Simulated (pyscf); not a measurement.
A first-order saddle from PySCF, ωB97X-D3(BJ)/def2-SVP:

```xyz
8

Cu    -0.0754     0.2571     1.7337
O     -0.9334     0.5398    -0.0723
Si    -1.9567    -0.4462    -0.9168
H     -3.3282    -0.3348    -0.3354
H     -1.5421    -1.8841    -0.8322
H     -2.0172    -0.0695    -2.3603
F      1.3276     0.4398     0.3077
H      0.2307     0.5315    -0.1738
```
Charge 0, spin multiplicity 1.

Surface: singlet, charge 0. Lowest wavenumbers (cm⁻¹): 325i, 59, 69, 106, 354.

Q: Name the species on either side of this saddle.

A: H₃Si–O–Cu + hydrogen fluoride (HF) <-> F–Cu + silanol (HO–SiH₃), a four-centre exchange read from left to right: Cu–O, F–H broken and Cu–F, H–O formed. At ωB97M-D3(BJ)/def2-TZVP it lies -14.1 kcal/mol from the left side and -12.5 kcal/mol from the right (each side as separated species at their lowest minima found). On the reactant side the descent ends in a bound adduct, 15.9 kcal/mol under the separated species and 1.5 kcal/mol under the saddle at ωB97X-D3(BJ)/def2-TZVP. On the product side the descent ends in an adduct with a Cu–Si, Cu–H contact (not fully relaxed), 30.5 kcal/mol under the separated species and 16.4 kcal/mol under the saddle at ωB97X-D3(BJ)/def2-TZVP. At ωB97M-D3(BJ) the saddle lies under the separated reactants, which points to a path from their complex (located at ωB97X-D3(BJ) alone). At ωB97M-D3(BJ) the saddle lies under the separated products, which points to a path from their complex (located at ωB97X-D3(BJ) alone). One saddle was located; it need not be the lowest between these sides.
